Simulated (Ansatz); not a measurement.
**HNC (hydrogen isocyanide): a line through the functionals**

The species is HNC (3 atoms), meant as a singlet with charge 0. SMILES: `[C-]#[NH+]`. Geometry: relaxed at PBE0-D4/def2-TZVP.

The electronic atomisation energy y, in eV, basis aug-cc-pVTZ; a is the functional's share of exact exchange. Programs: Ansatz 0.2.0.

```
functional  program     a  y (eV)
       PBE   Ansatz     0   13.47
      BLYP   Ansatz     0   13.21
     B3LYP   Ansatz   0.2   12.96
      PBE0   Ansatz  0.25       ?
     BHLYP   Ansatz   0.5   12.19
```

Question: Fit y = c + s·a to the known rows and predict PBE0.

Answer: 
1. Means of the 4 rows: a = 0.1750, y = 12.957.
2. Σ(Δa)² = 0.1675, Σ(Δa·Δy) = -0.38325, so the slope is -0.38325/0.1675 = -2.2881.
3. Intercept: 12.957 − (-2.2881) × 0.1750 = 13.357. The largest residual of the fit is 0.15.
4. PBE0: 13.357 + (-2.2881) × 0.25 = 12.78 eV.

The run gave 12.87 eV, so the prediction is off by -0.09 eV, within the scatter of the fit. The rows mix families of semi-local functionals, which the line can't see.
